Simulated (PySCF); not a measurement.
Compound: C3H6OS.
SMILES: `C=C[S@@](C)=O`

A linear-response calculation (PySCF, def2-SVPD basis, gas phase, vertical, core orbitals frozen in the response) gave these numbers; the functional is withheld.

Orbital energies (eV): HOMO-3 -10.44, HOMO-2 -8.50, HOMO-1 -8.05, HOMO -6.85, LUMO -0.68, LUMO+1 0.54, LUMO+2 0.58.

```tsv
state	E (eV)	f	main configurations (H = HOMO, L = LUMO)
S1	5.02	0.060	H→L (96%)
S2	5.85	0.0052	H→L+2 (54%), H→L+1 (38%)
S3	6.06	0.015	H-1→L (92%)
S4	6.34	0.031	H→L+1 (55%), H→L+2 (39%)
S5	6.58	0.037	H→L+3 (86%)
S6	6.93	0.0076	H-1→L+2 (57%), H-1→L+1 (31%)
```

Triplets, Tamm–Dancoff:

```csv
state,E (eV),λ (nm),"main configurations (H = HOMO, L = LUMO)"
T1,4.11,302.0,"H→L (57%), H-2→L (37%)"
T2,4.88,254.2,"H-2→L (44%), H→L (37%), H-1→L (8%)"
T3,5.13,241.7,"H→L+2 (62%), H→L+1 (25%)"
T4,5.77,215.0,"H-1→L (75%), H→L+3 (12%)"
```

Vertical ionisation energy by ΔSCF with the same functional: 8.92 eV. Mean static polarisability: 63.7 au.

Task: Name the functional.
A. wB97X-D
B. HF
C. PBE0
D. PBE

Result: C. PBE0 is a global hybrid with 25% exact exchange. In this run −ε(HOMO) = 6.85 eV differs from the ΔSCF value by -2.07 eV, and S1 differs from the orbital gap of 6.17 eV by -1.15 eV. The ratio −ε(HOMO)/IP is 0.77. Usual ranges for neutral molecules in this basis: 0.7 to 0.83 with PBE0, 0.5 to 0.7 with PBE, 0.89 to 0.99 with wB97X-D; with Hartree–Fock the ratio is 1 or more (Koopmans' value less the relaxation energy is the ΔSCF value).

Computed, not measured: PySCF, TDDFT PBE0/def2-SVPD, vertical, gas phase, core orbitals frozen in the response. The structure is a single PBE0-D3(BJ)/def2-SVP conformer in the gas phase; no vibrational or solvent corrections.

On one thread, Arm Neoverse V1 (aarch64) (shared host), this took 69 s (grids of density and orbitals included) and 0.69 GiB of memory at its peak.

Shape of the structure used: `[CH2:1]=[CH:2][S@@:3]([CH3:4])=[O:5]`: C1–C2–S3–C4 -117°.
